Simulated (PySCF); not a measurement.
Deuteron quadrupole couplings in `C=C1CCC1`

Species: C₅H₈.
Z-matrix (Å and degrees, PBE0-D3(BJ)/def2-TZVP geometry), rows numbered from 1:
```
C 
C   1  1.3214
C   2  1.5136  1  133.83
C   3  1.5489  2   88.82  1   173.42
C   2  1.5134  1  133.81  3   177.58
H   1  1.0848  2  121.36  3     1.15
H   1  1.0850  2  121.36  3  -178.73
H   3  1.0923  2  115.42  1    55.15
H   3  1.0931  2  113.69  1   -70.52
H   4  1.0900  3  113.54  2  -111.00
H   4  1.0898  3  115.44  2   122.81
H   5  1.0931  2  113.66  1    70.68
H   5  1.0923  2  115.44  1   -55.02
```

Level: PBE0/pcSseg-2 (PySCF, non-relativistic); Q(2H) = 0.00286 b; rigid geometry, the same for H and D, with no vibrational averaging.

Give the electric field gradient Vzz (the principal value of largest size), its asymmetry and the 2H coupling at each hydrogen.

```tsv
atom	bonded to	bond length (Å)	Vzz (au)	η	χzz (kHz)
H6	C1	1.085	0.3000	0.06	202
H7	C1	1.085	0.2997	0.06	201
H8	C3	1.092	0.2852	0.01	192
H9	C3	1.093	0.2843	0.01	191
H10	C4	1.090	0.2877	0.00	193
H11	C4	1.090	0.2881	0.00	194
H12	C5	1.093	0.2843	0.01	191
H13	C5	1.092	0.2851	0.01	192
```

Give the 2H NMR doublet splittings at H12 for a magnetic field along the z, y and x axes of the gradient: 3χ/2, 3χ(1 + η)/4, 3χ(1 − η)/4.

With |χ| = 191.1 kHz and η = 0.010: 287, 145 and 142 kHz, to first order and without motion.

Geometry: PBE0-D3(BJ)/def2-TZVP; no solvent, vibrations or thermal averaging.
